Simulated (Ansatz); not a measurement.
# C5H10S: the cost of one run

Computed with Ansatz 0.2.0, Gaussian basis. Level: the settings change from run to run.

### 1 The geometry

An earlier PBE0-D4 in a triple-zeta def2 set relaxation fixed the geometry.

SMILES `CC1CCSC1`, 16 atoms, charge 0, spin multiplicity 1.

Atoms are counted from 1 here; the program's logs count them from 0.

Bond lengths: C1–C2 1.517 Å, C1–H7 1.093 Å, C1–H8 1.094 Å, C1–H9 1.093 Å, C2–C3 1.523 Å, C2–C6 1.524 Å, C2–H10 1.097 Å, C3–C4 1.518 Å, C3–H11 1.096 Å, C3–H12 1.094 Å, C4–S5 1.823 Å, C4–H13 1.092 Å, C4–H14 1.090 Å, S5–C6 1.818 Å, C6–H15 1.094 Å, C6–H16 1.091 Å. Angles: C2–C1–H7 111.2°, C2–C1–H8 110.7°, C2–C1–H9 111.4°, H7–C1–H8 107.8°, H7–C1–H9 107.7°, H8–C1–H9 107.8°, C1–C2–C3 113.7°, C1–C2–C6 112.7°, C1–C2–H10 109.2°, C3–C2–C6 105.3°, C3–C2–H10 107.9°, C6–C2–H10 107.8°, C2–C3–C4 107.0°, C2–C3–H11 109.1°, C2–C3–H12 111.9°, C4–C3–H11 109.9°, C4–C3–H12 111.3°, H11–C3–H12 107.6° and more.

Coordinates:

```mol
C5H10S
  3D, bonds by distance, orders not assigned

 16 16  0  0  0  0  0  0  0  0999 V2000
   -0.2200   -0.1880    1.8803 C   0  0
    0.1908    0.2515    0.4872 C   0  0
    0.4041   -0.9034   -0.4823 C   0  0
    0.6340   -0.2948   -1.8537 C   0  0
   -0.4829    1.1428   -1.9575 S   0  0
   -0.8480    1.1472   -0.1764 C   0  0
    0.5499   -0.8125    2.3401 H   0  0
   -1.1463   -0.7693    1.8454 H   0  0
   -0.3880    0.6698    2.5358 H   0  0
    1.1297    0.8160    0.5499 H   0  0
   -0.4954   -1.5291   -0.4975 H   0  0
    1.2435   -1.5376   -0.1823 H   0  0
    1.6665    0.0423   -1.9693 H   0  0
    0.4048   -0.9856   -2.6656 H   0  0
   -1.8554    0.7563   -0.0072 H   0  0
   -0.8101    2.1715    0.1974 H   0  0
  1  2  8  0
  2  3  8  0
  3  4  8  0
  4  5  8  0
  5  6  8  0
  1  7  8  0
  1  8  8  0
  1  9  8  0
  2 10  8  0
  3 11  8  0
  3 12  8  0
  4 13  8  0
  4 14  8  0
  6 15  8  0
  6 16  8  0
  2  6  8  0
M  END
```

### 2 CAM-B3LYP/6-31G

This run has D3(BJ) with three-body dispersion, high accuracy.

The input, in.yaml:

```yaml
crystal:
  periodic: [false, false, false]
  atoms:
    - {symbol: C, position_ang: [-0.219967, -0.188032, 1.880307]}
    - {symbol: C, position_ang: [0.190756, 0.251547, 0.487198]}
    - {symbol: C, position_ang: [0.404118, -0.903418, -0.482304]}
    - {symbol: C, position_ang: [0.634039, -0.294755, -1.853715]}
    - {symbol: S, position_ang: [-0.482914, 1.142811, -1.957481]}
    - {symbol: C, position_ang: [-0.848044, 1.147236, -0.176421]}
    - {symbol: H, position_ang: [0.549879, -0.812548, 2.340122]}
    - {symbol: H, position_ang: [-1.146267, -0.769252, 1.845386]}
    - {symbol: H, position_ang: [-0.388017, 0.669827, 2.535805]}
    - {symbol: H, position_ang: [1.129666, 0.815978, 0.549935]}
    - {symbol: H, position_ang: [-0.495353, -1.529071, -0.497497]}
    - {symbol: H, position_ang: [1.243458, -1.537644, -0.182269]}
    - {symbol: H, position_ang: [1.666512, 0.042257, -1.969253]}
    - {symbol: H, position_ang: [0.404784, -0.985569, -2.665605]}
    - {symbol: H, position_ang: [-1.855387, 0.756305, -0.007242]}
    - {symbol: H, position_ang: [-0.810060, 2.171527, 0.197435]}
basis:
  gaussian: {orbitals: 6-31G}
hamiltonian: {xc: {name: CAM-B3LYP}, dispersion: d3bjatm}
accuracy: high
output: {forces: true}
```

On the command line:

```
$ ansatz run in.yaml --threads 2 --pin off --events-out ev --progress --plain --max-ram 22528MiB --backend cpu
```

What time and memory should one allow on 2 threads of AMD EPYC 7R13, shared host?

About 8 s, with a peak of 0.72 GiB.
